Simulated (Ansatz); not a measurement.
Rock-salt BaTe, treated with r²SCANh (Ansatz, a quantum-chemistry and plane-wave program, PAW).

Settings: plane-wave cutoff 520 eV, 6×6×6 k mesh, Fermi–Dirac smearing 0.01 eV, scalar-relativistic PAW data made under PBE.

Results at a series of volumes:

```tsv
V (Å³/atom)	E − E_lowest (meV/atom)	P (GPa)
42.023	8.87	1.534
42.853	2.77	0.829
43.882	0.00	0.050
45.051	2.53	-0.725
46.150	9.73	-1.359
```

Question: Estimate the bulk modulus from the pressures at 42.853 and 45.051 Å³/atom, and compare it with a fit to all energies.

Answer: B = −V dP/dV. Between V = 42.853 and 45.051 Å³/atom, dP/dV = (-0.725 − (0.829))/(45.051 − 42.853) = -0.707 GPa per Å³/atom; at the midpoint 43.952 Å³/atom this gives B ≈ 31.1 GPa. The third-order Birch–Murnaghan fit gives V0 = 43.952 Å³/atom, B0 = 31.0 GPa, B′ = 4.4, which lies within 1 % of that estimate.

Measured, for comparison: equilibrium volume per atom 43.00 Å³/atom (room temperature, not corrected to a static lattice; as tabulated in Lucero et al. (2012), arXiv:1111.4515). Computed (rounded) less measured: equilibrium volume per atom +2.2 %.

Spin–orbit coupling is not included.

Static lattice: no zero-point or thermal effects.
